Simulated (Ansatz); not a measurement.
# BFH5N: the cost of one run

Method: RKS PBE/6-31G*, in Ansatz 0.2.0.

### 1 The starting structure

Bond lengths: B1–F2 1.670 Å, B1–H3 1.190 Å, B1–H4 1.190 Å, B1–N5 1.850 Å, N5–H6 1.060 Å, N5–H7 1.060 Å, N5–H8 1.170 Å. Angles: F2–B1–H3 120.0°, F2–B1–H4 120.0°, F2–B1–N5 71.6°, H3–B1–H4 120.0°, H3–B1–N5 97.0°, H4–B1–N5 101.2°, B1–N5–H6 120.0°, B1–N5–H7 120.0°, B1–N5–H8 72.7°, H6–N5–H7 120.0°, H6–N5–H8 144.1°, H7–N5–H8 59.1°.

Coordinates:

```xyz
8

B     0.0000    0.0000    0.0000
F     0.0000    0.0000    1.6700
H     1.0305    0.0000   -0.5950
H    -1.0305    0.0000   -0.5950
N     0.0773   -1.7539    0.5833
H    -0.4410   -2.5119    0.0539
H     0.6400   -2.0009    1.4471
H     0.0473   -1.0728    1.5337
```

### 2 A restrained relaxation towards end A

Springs on the bonds that form and break draw the guess towards this end; the thresholds are loose.

File input.yaml:

```yaml
crystal:
  periodic: [false, false, false]
  atoms:
    - { symbol: B, position_ang: [0.0, 0.0, 0.0] }
    - { symbol: F, position_ang: [0.0, 0.0, 1.67] }
    - { symbol: H, position_ang: [1.0305, 0.0, -0.595] }
    - { symbol: H, position_ang: [-1.0305, 0.0, -0.595] }
    - { symbol: "N", position_ang: [0.0773, -1.7539, 0.5833] }
    - { symbol: H, position_ang: [-0.441, -2.5119, 0.0539] }
    - { symbol: H, position_ang: [0.64, -2.0009, 1.4471] }
    - { symbol: H, position_ang: [0.0473, -1.0728, 1.5337] }
basis:
  gaussian: { orbitals: "6-31G*" }
hamiltonian:
  xc: pbe
relax:
  f_tol: 0.15
  max_steps: 25
  restrain:
    - { distance: [0, 4], at: 2.75, k: 30.0 }
    - { distance: [7, 1], at: 2.12, k: 30.0 }
    - { distance: [0, 1], at: 1.32, k: 30.0 }
    - { distance: [7, 4], at: 1.06, k: 30.0 }
```

Command:

```sh
ansatz run input.yaml --threads 1 --pin off --max-ram 2048MiB --backend cpu --events-out ev --progress --plain --runs-dir out
```

**Question.** How long does this run take on 1 thread of Arm Neoverse V1, shared host, and how much memory does it need?

About 17 s, with a peak of 0.12 GiB.
